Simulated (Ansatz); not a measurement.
We consider CsCl-type TlBr, described by PBEsol in Ansatz (plane waves, PAW).

Numerical settings: plane-wave cutoff 520 eV, 6×6×6 k mesh, scalar-relativistic PAW data made under PBE.

Cell (relaxed at this level):

```
TlBr
1.0
    3.91496     0.00000     0.00000
    0.00000     3.91496     0.00000
    0.00000     0.00000     3.91496
Tl Br
1 1
Cartesian
  0.00000   0.00000   0.00000
  1.95748   1.95748   1.95748
```

**Question.** Give the computed elastic constant C44, Voigt–Reuss–Hill shear modulus (Hill average), elastic constant C12 and elastic constant C11.

**Answer.** 
- elastic constant C44 = 10.2 GPa
- Voigt–Reuss–Hill shear modulus (Hill average) = 11.0 GPa
- elastic constant C12 = 18.8 GPa
- elastic constant C11 = 43.5 GPa

Elastic constants are with the ions relaxed.

Spin–orbit coupling is not included; it can shift volumes and moduli of such heavy elements.

Computed values are for the static lattice.

Ansatz is a quantum-chemistry and plane-wave program.
